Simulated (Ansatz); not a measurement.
Relaxing SrRe₃

The calculation used Ansatz 0.2.0, DFT PBE, scalar-relativistic, plane waves, PAW. Cutoff 420 eV, Γ-centred k mesh, Gaussian smearing, no spin polarisation in the final step.

The start is a random cell of SrRe₃ with space group P-62m (No. 189), drawn with lower limits on the distances.

```
Sr Re
1.0
     5.13418    0.00000    0.00000
    -2.56709    4.44633    0.00000
     0.00000    0.00000    3.37666
Sr Re
1 3
Cartesian
  0.0000 0.0000 0.0000
  2.5008 0.0000 0.0000
  -1.2504 2.1658 0.0000
  1.3167 2.2806 0.0000
```

Cell and atoms relax at zero pressure; the relaxation can't lower the symmetry of the start. After a coarse first stage the cell is made exact in the group found at 0.06 Å.

Energies over the elements count from the elements' standard structures at the same level, with no empirical corrections.

Problem. Describe the relaxed structure.

Solution. It ends in P6/mmm (No. 191). Conventional cell: a = 5.834 Å, c = 2.564 Å. Sr is coordinated by 2 Sr at 2.56 Å and 6 Re at 2.92 Å; Re is coordinated by 2 Re at 2.56 Å, 2 Sr at 2.92 Å and 4 Re at 2.92 Å.

```
Sr Re
1.0
     5.83374    0.00000    0.00000
    -2.91687    5.05217    0.00000
     0.00000    0.00000    2.56388
Sr Re
1 3
Direct
  0.00000 0.00000 0.00000
  0.50000 0.00000 0.00000
  0.00000 0.50000 0.00000
  0.50000 0.50000 0.00000
```

Problem. What are its volume, energy, density and gap?

Solution. The volume per atom is 18.89 Å³, the density is 14.20 g/cm³ and the energy over the elements is 1.64 eV/atom. The gap on the 12×12×18 mesh is 0 eV (a metal).

The final run used a 12×12×18 mesh on its 4-atom cell and 0.10 eV smearing. For metals, differences of a few meV/atom aren't resolved. Spin–orbit coupling is left out. A structure relaxed within its symmetry needn't be a true minimum. The steps took roughly 4 core-minutes in all.